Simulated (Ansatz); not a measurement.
**CClF₂ radical: small, medium and large basis sets**

The task here is to estimate one member of a computed series from the others.

The runs use Ansatz 0.2.0, Gaussian basis; one geometry, several basis sets.

The runs, in order: PBE0-D4/def2-SVP; ωB97M-V/def2-SVP; PBE0-D4/def2-QZVPP; ωB97M-V/def2-QZVPP; the functionals' def2-TZVPP values are taken from earlier runs.

## The relaxed structure

The geometry comes from an earlier relaxation with PBE0-D4 in a triple-zeta def2 set; it is a stationary point.

SMILES `F[C](F)Cl`, 4 atoms, charge 0, spin multiplicity 2.

Atoms are counted from 1 here; the program's logs count them from 0.

Bond lengths: F1–C2 1.315 Å, C2–F3 1.315 Å, C2–Cl4 1.720 Å. Angles: F1–C2–F3 110.6°, F1–C2–Cl4 114.1°, F3–C2–Cl4 114.1°.

Set-up of the first run:

The input, in.yaml:

```yaml
crystal:
  periodic: [false, false, false]
  atoms:
    - {symbol: F, position_ang: [0.026236, 0.169339, 1.294577]}
    - {symbol: C, position_ang: [-0.230568, -0.190159, 0.056424]}
    - {symbol: F, position_ang: [0.572953, -1.160700, -0.318552]}
    - {symbol: Cl, position_ang: [-0.313021, 1.121220, -1.052748]}
basis:
  gaussian: {orbitals: def2-SVP}
magnetization: {spin_polarized: true, initial_magnetization: 1}
hamiltonian: {xc: pbe0, dispersion: d4}
output: {orbitals: {seedname: orbitals}}
```

Steps of the session up to this table: PBE0-D4 in def2-SVP; ωB97M-V in def2-SVP; PBE0-D4 in def2-QZVPP; ωB97M-V in def2-QZVPP.

One of the session's tables, all rows but one given; the rest of the session is left out.

It belongs to the step «Density functionals: the series». 

```
functional       basis  HOMO (eV)  LUMO (eV)
   PBE0-D4    def2-SVP      -7.14      -2.06
   PBE0-D4  def2-TZVPP      -7.32      -2.29
   PBE0-D4  def2-QZVPP      -7.37      -2.36
   ωB97M-V    def2-SVP          ?          ?
   ωB97M-V  def2-TZVPP      -9.35      -0.40
   ωB97M-V  def2-QZVPP      -9.41      -0.48
```

**Question.** Estimate the row for ωB97M-V, def2-SVP.

As computed: HOMO (eV): -9.13; LUMO (eV): -0.03. In the column «HOMO (eV)» it lies between ωB97M-V, def2-TZVPP (-9.35) and PBE0-D4, def2-QZVPP (-7.37).
